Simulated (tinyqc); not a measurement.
Geometry optimisation on the PBE/sto-3g surface (energies and gradients from PySCF), for BH3, spin multiplicity 1, step by step. Computed by tinyqc, a small Python program that keeps every step (integrals from PySCF). Settings: charge = 0, multiplicity = 1, basis = sto-3g, functional = pbe,pbe, optimiser = sd, first Hessian = 0.3, largest step = 0.3, iteration cap = 30. Command: `OMP_NUM_THREADS=1 python tinyqc.py 25192 25193 out.jsonl` (the two numbers bound the seeds that draw the settings). One thread of a shared host (Intel(R) Xeon(R) Processor @ 2.60GHz), about 20 s of CPU time with the checks.

## Step 1: energy and gradient

positions at the start (bohr):
```
          x        y       z
1B  -0.0302   0.0057  0.0529
2H   2.2960   0.0548  0.0643
3H  -1.1093   2.0163  0.0756
4H  -1.1735  -2.0636  0.0302
```

Self-consistent energy and analytic gradient at these positions.

energy = -26.218673 hartree

gradient (hartree/bohr):
```
            x          y          z
1B  -0.007173   0.014192  -0.000429
2H   0.026087   0.003246   0.000306
3H  -0.002933   0.015052   0.000332
4H  -0.015982  -0.032490  -0.000209
```

## Step 1: move

Steepest descent, p = -g / 0.3; steps longer than 0.3 bohr are cut back.

positions after step 1 (bohr):
```
          x        y       z
1B  -0.0063  -0.0416  0.0543
2H   2.2091   0.0440  0.0632
3H  -1.0995   1.9662  0.0745
4H  -1.1202  -1.9553  0.0309
```

## Step 2: energy and gradient

As before.

energy = -26.222364 hartree

gradient (hartree/bohr):
```
            x          y          z
1B   0.007282  -0.024575  -0.000410
2H  -0.004726   0.004322   0.000084
3H  -0.004372   0.015959   0.000224
4H   0.001814   0.004294   0.000103
```

## Step 2: move

As before.

positions after step 2 (bohr):
```
          x        y       z
1B  -0.0306   0.0403  0.0557
2H   2.2248   0.0296  0.0630
3H  -1.0849   1.9130  0.0737
4H  -1.1263  -1.9696  0.0306
```

## Convergence

Stop when the largest gradient component is below 3e-5 hartree/bohr.

Course of the optimisation:

| step | E (hartree) | largest gradient (hartree/bohr) |
|---|---|---|
| 1 | -26.218673 | 3.25e-02 |
| 2 | -26.222364 | 2.46e-02 |
| 3 | -26.221368 | 4.07e-02 |
| 4 | -26.217417 | 7.01e-02 |
| 5 | -26.209026 | 1.24e-01 |
| 6 | -26.217348 | 6.18e-02 |
| 7 | -26.210414 | 1.12e-01 |
| 8 | -26.216591 | 6.51e-02 |
| 9 | -26.210420 | 1.11e-01 |
| 10 | -26.216593 | 6.47e-02 |
| 11 | -26.210421 | 1.11e-01 |
| 12 | -26.216593 | 6.46e-02 |
| 13 | -26.210422 | 1.11e-01 |
| 14 | -26.216593 | 6.45e-02 |
| 15 | -26.210422 | 1.11e-01 |
| 16 | -26.216593 | 6.45e-02 |
| 17 | -26.210422 | 1.11e-01 |
| 18 | -26.216594 | 6.45e-02 |
| 19 | -26.210422 | 1.11e-01 |
| 20 | -26.216594 | 6.44e-02 |
| 21 | -26.210422 | 1.11e-01 |
| 22 | -26.216594 | 6.44e-02 |
| 23 | -26.210422 | 1.11e-01 |
| 24 | -26.216594 | 6.44e-02 |
| 25 | -26.210422 | 1.11e-01 |
| 26 | -26.216594 | 6.44e-02 |
| 27 | -26.210422 | 1.11e-01 |
| 28 | -26.216594 | 6.44e-02 |
| 29 | -26.210422 | 1.11e-01 |
| 30 | -26.216594 | 6.44e-02 |

Distances after the last move, whose energy is not in the table (angstrom):

| pair | distance |
|---|---|
| 2H-1B | 1.2471 |
| 3H-1B | 1.0735 |
| 3H-2H | 2.0403 |
| 4H-1B | 1.2471 |
| 4H-2H | 2.0937 |
| 4H-3H | 2.0403 |

Not converged within 30 steps: the energy rises at some steps, so steps overshoot. Reruns: method bfgs, first Hessian 0.6, largest step 0.3: converged in 9 (E = -26.22319).
